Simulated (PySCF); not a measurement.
Species: cyclopropylamine, C3H7N.
Structure used (PBE0-D3(BJ)/def2-SVP), in Å, numbered top down from 1:
```xyz
11
C3H7N angstrom
N      1.355    0.472    0.783
C      0.352    0.454   -0.237
C     -1.082    0.286    0.138
C     -0.389   -0.790   -0.658
H      1.047   -0.048    1.601
H      2.206    0.019    0.454
H      0.552    1.178   -1.036
H     -1.836    0.906   -0.354
H     -1.305    0.076    1.189
H     -0.660   -0.918   -1.710
H     -0.142   -1.721   -0.139
```

Computed with delta-SCF UKS SCAN, pcX-2 on the ionised atom, pcseg-1 elsewhere, spin-free X2C (PySCF 2.14.0). The ground state was rerun for each ionised atom, in the same mixed basis as its hole state.

```
ionised atom  basis functions  E(ground) (Eh)  E(ionised) (Eh)
          C2              122      -173.21829       -162.50918
          C3              122      -173.21681       -162.53639
          N1              122      -173.22737       -158.34083
```

Q: Turn these total energies into binding energies.

A: E(ionised) − E(ground), at 27.2114 eV a hartree:

```csv
atom,environment,difference (Eh),binding energy (eV)
C2,sp3 carbon bound to nitrogen,10.70911,291.41
C3,three-membered-ring carbon,10.68042,290.63
N1,primary amine nitrogen,14.88654,405.08
```

Q: How much do the ground-state energies differ, and what would follow from using one of them for all holes?

A: They run from -173.2274 Eh (core basis on N1) to -173.2168 Eh (on C3), 0.0106 Eh or 0.29 eV apart, for one and the same state in different bases and grids. Pairing the ion of C3 with the ground state of N1 would put its binding energy 0.29 eV too high.

Only 1s holes are shown. One atom of each set of topologically equivalent atoms was ionised and stands for the set; in this conformer not all members are related by symmetry, and their own values weren't computed. Isolated species at its PBE0-D3(BJ)/def2-SVP geometry (one conformer only).
